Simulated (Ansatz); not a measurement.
Predict the output of the script below (Ansatz's Python interface).

`run_conformers.py`:
```python
# -*- coding: utf-8 -*-
"""Rank force-field conformers of C2H4F2O2 by single points."""

import ansatz as az
from rdkit import Chem
from rdkit.Chem import AllChem


def main():
    rd = Chem.AddHs(Chem.MolFromSmiles("OCC(O)(F)F"))
    ids = list(AllChem.EmbedMultipleConfs(rd, numConfs=20, randomSeed=488, pruneRmsThresh=0.4))
    field = [energy for _, energy in AllChem.MMFFOptimizeMoleculeConfs(rd)]
    distinct = {round(e, 2): i for i, e in zip(ids, field)}
    chosen = sorted(distinct.items())[:4]
    found = []
    for force_field, index in chosen:
        geometry = az.Crystal.molecule()
        for atom, xyz in zip(rd.GetAtoms(), rd.GetConformer(index).GetPositions()):
            geometry = geometry.atom(atom.GetSymbol(), xyz.round(5).tolist())
        calculation = geometry.calculation()
        calculation = calculation.basis(gaussian="cc-pVDZ")
        calculation = calculation.functional("r2scan")
        found.append(calculation.run(threads=1).report["free_energy_ev"])
    print("conformer   MMFF (kcal/mol)   this level (kJ/mol)")
    for (force_field, index), e in zip(chosen, found):
        print(f"{index:9d} {force_field - chosen[0][0]:17.2f} {96.485332 * (e - min(found)):17.3f}")


if __name__ == "__main__":
    main()
```

```console
$ python run_conformers.py
conformer   MMFF (kcal/mol)   this level (kJ/mol)
        2              0.00             8.794
        1              2.08             0.000
```

Reading the output:
- The settings weren't tested for convergence.
- The conformers keep their force-field geometries.
- Finished in 12 s on 1 thread of Arm Neoverse V2, with other jobs on the host, peak memory 0.27 GiB.
